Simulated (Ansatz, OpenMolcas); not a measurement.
**A small benchmark: dipole moment**

8 molecules holding an element from Na to Cl; the dipole moment in D, computed less measured. Shapes, held fixed at every level: PBE0-D4/def2-TZVP; CS, PN at the measured bond length. No vibrational averaging. Dipoles are compared by magnitude; molecules under 1 D, whose direction can flip, are left out. Programs: Ansatz 0.2.0, OpenMolcas 26.06. Measured values: NIST CCCBDB.

Levels: A = HF/def2-SVP; B = PBE0/def2-SVP; C = B3LYP/6-31G* (Cartesian functions).

| molecule | measured | A | B | C |
| --- | --- | --- | --- | --- |
| CS (carbon monosulfide) | 1.98 | -0.49 | -0.18 | -0.41 |
| HCl (hydrogen chloride) | 1.08 | +0.33 | +0.29 | +0.38 |
| PN (phosphorus nitride) | 2.75 | +0.21 | -0.21 | -0.29 |
| PF3 (phosphorus trifluoride) | 1.03 | +0.52 | +0.07 | -0.05 |
| CH3Cl (chloromethane) | 1.87 | +0.22 | +0.01 | +0.14 |
| CHCl2F (dichlorofluoromethane) | 1.29 | +0.27 | +0.04 | +0.05 |
| SiH3Cl (chlorosilane) | 1.31 | +0.26 | +0.06 | +0.37 |
| SO2F2 (SMILES O=S(=O)(F)F) | 1.12 | +0.01 | -0.08 | +0.06 |

(1) Which level does best on this set, which worst, and which err to one side?

## Answers

(1) 
```
                             level           kind  mean error  mean absolute error  worst case
                       HF/def2-SVP   Hartree–Fock      +0.166                0.289         PF3
                     PBE0/def2-SVP  global hybrid       0.000                0.117         HCl
B3LYP/6-31G* (Cartesian functions)  global hybrid      +0.031                0.219          CS
```

On this set PBE0/def2-SVP has the smallest mean absolute error and HF/def2-SVP the largest. HF/def2-SVP is too high in 7 of 8. The levels differ in basis as well as in method. The tabulated value of HCl is in doubt (older tables, estimates, or at odds with other calculations) and kept here. Over the 7 molecules whose values aren't doubted the mean absolute errors are A 0.283; B 0.093; C 0.196. The set is small.
